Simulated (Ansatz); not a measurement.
**BSiNH+ (singlet): wave-function methods side by side, cc-pVDZ**

One table from this session's results is given with a row withheld; the runs are named, their logs left out.

The runs use Ansatz 0.2.0, Gaussian basis; cc-pVDZ, core rule «outside noble gas», up to 7 orbitals frozen.

The runs, in order: UHF; CCSD(T) on RHF; BCCD(T) on RHF; CISD; CCSDT(Q) on RHF; CASSCF and MRCISD+Q, 8 electrons in 8 orbitals; CASSCF and NEVPT2, 8 electrons in 8 orbitals.

22 further runs of the same task are left out: 10 that didn't finish, 12 set aside as unsound or not needed.

## The system

The geometry is a PBE0/def2-TZVP stationary point (not a proven minimum) of the parent state, kept for this charge and spin.

4 atoms, charge 1, spin multiplicity 1.

Atoms are counted from 1 here; the program's logs count them from 0.

Bond lengths: B1–N2 1.266 Å, B1–H4 1.171 Å, N2–Si3 1.683 Å. Angles: N2–B1–H4 180.0°, B1–N2–Si3 180.0°.

Geometry (Å):

```xyz
4
BHNSi
B     0.0000    0.0000    0.7610
N     0.0000    0.0000   -0.5052
Si    0.0000    0.0000   -2.1882
H     0.0000    0.0000    1.9325
```

The first run:

in.yaml

```yaml
crystal:
  periodic: [false, false, false]
  atoms:
    - {symbol: B, position_ang: [0.000000, 0.000000, 0.760975]}
    - {symbol: N, position_ang: [0.000000, 0.000000, -0.505225]}
    - {symbol: Si, position_ang: [0.000000, 0.000000, -2.188225]}
    - {symbol: H, position_ang: [0.000000, 0.000000, 1.932475]}
basis:
  gaussian: {orbitals: cc-pVDZ}
total_charge: 1
magnetization: {spin_polarized: true, initial_magnetization: 0}
hamiltonian: {xc: hf}
output: {orbitals: {seedname: orbitals}}
```

Command:

```
ansatz run in.yaml --threads 1 --pin off --events-out ev --progress --plain --max-ram 2393MiB
```

Among the steps run: UHF; CCSD(T) on RHF; BCCD(T) on RHF; CISD; CCSDT(Q) on RHF; CASSCF and MRCISD+Q, 8 electrons in 8 orbitals; CASSCF and NEVPT2, 8 electrons in 8 orbitals.

One table of the session follows, with a row left open; its other results are not shown here.

| method | from RCCSDT(Q) (kcal/mol) |
| --- | --- |
| RHF | +201.72 |
| RMP2 | +24.16 |
| CISD | +27.47 |
| RCCSD | ? |
| RCCSD(T) | +1.21 |
| BCCD(T) | +1.11 |
| RCCSDT | +0.75 |
| RCCSDT(Q) | 0 |
| CASSCF frontier | +128.79 |
| NEVPT2 frontier | +36.10 |
| MRCISD frontier | +12.91 |
| MRCISD+Q frontier | +1.62 |

**Question.** Estimate the row for RCCSD.

The run gave: from RCCSDT(Q) (kcal/mol): +9.25. In the column «from RCCSDT(Q) (kcal/mol)» it lies between MRCISD+Q frontier (+1.62) and MRCISD frontier (+12.91).
